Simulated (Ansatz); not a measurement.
## Al2Ga, sextet in cc-pVTZ: errors against UCCSDT(Q)

Geometry: that of the Al2Ga, quartet, kept fixed.

```json
{"atom": "Al", "x (Å)": "0.0000", "y (Å)": "-1.0073", "z (Å)": "1.7779"}
{"atom": "Al", "x (Å)": "0.0000", "y (Å)": "1.4386", "z (Å)": "0.9534"}
{"atom": "Ga", "x (Å)": "0.0000", "y (Å)": "-0.1669", "z (Å)": "-1.0570"}
```

Basis cc-pVTZ; Ansatz 0.2.0. Only valence electrons are correlated (noble-gas cores and the filled d shells of p-block atoms frozen), which leaves 9 electrons in 87 orbitals. R marks a restricted (for open shells ROHF) determinant, U an unrestricted one. Active spaces: valence = (9e, 12o) chosen from the atoms' valence shells. No spin–orbit coupling is included, and no scalar relativity.

Full CI isn't at hand for all of this; UCCSDT(Q) serves as the reference, and is uncertain by about the last step of the cluster series. The frozen core follows each run's orbitals, which can shift R against U totals by a few meV for light atoms and by up to 0.1 eV past Ca.

The UHF ⟨S²⟩ is 8.782 and the T1 diagnostic (RCCSD) is 0.0389. The largest doubles amplitude (RCCSD) is 0.055. The T1 diagnostic (UCCSD) is 0.0342.

Question: From what is known of these methods and the diagnostics, rank them by the size of their error in total energy against UCCSDT(Q) in cc-pVTZ, smallest first (an estimate: the text doesn't fix the numbers).
A. UHF
B. UCCSDT
C. UCCSD(T)
D. UCCSD
E. UMP2

Answer: B (30 meV), C (88 meV), D (402 meV), E (1150 meV), A (4732 meV).

All errors are against UCCSDT(Q) in cc-pVTZ. Within each family the higher level lies nearer, as is usual though not guaranteed.

Natural occupations of CASSCF (valence space) about the gap: 1.954 1.904 1.025 0.995 0.990 0.984 0.973 0.045 0.044 0.032; effectively unpaired electrons, Σ n²(2−n)², 5.06.
